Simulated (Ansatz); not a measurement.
Black phosphorus, treated with r²SCAN-D4 in Ansatz (PAW).

Settings: plane-wave cutoff 560 eV, 10×10×8 k mesh (along the axes of the cell as run), Fermi–Dirac smearing 0.01 eV, scalar-relativistic PAW data made under PBE.

Cell (relaxed at this level):

```
P
1.0
    1.64847    -5.34454     0.00000
    1.64847     5.34454     0.00000
    0.00000     0.00000     4.47011
P
4
Direct
  0.09883   0.90117   0.91444
  0.40117   0.59883   0.41444
  0.59883   0.40117   0.58556
  0.90117   0.09883   0.08556
```

Problem. Give the computed bulk modulus, band gap and Γ–Γ gap.

Solution. 
- bulk modulus: 24.0 GPa
- band gap: 0.02 eV (under three smearing widths, so not firm)
- Γ–Γ gap: 2.07 eV

Measured, for comparison: band gap 0.35 eV (temperature not stated, not corrected to a static lattice; as tabulated in Das et al. (2018), arXiv:1807.05623); bulk modulus 29.8 ± 0.7 GPa (room temperature, not corrected to a static lattice, our sources range from 29.8 to 33.3; as tabulated in Muhammad et al. (2024), arXiv:2307.07533). Computed (rounded) less measured: band gap -0.33 eV, bulk modulus -19 % (against room or unstated temperature, where such soft solids are markedly softer).

Note: the bulk modulus comes from volumes at which shape and atoms were relaxed.

Static lattice: no zero-point or thermal effects.

Cost on a shared machine: about 11 core-minutes (a rough figure).

Ansatz is a program for electronic structure.
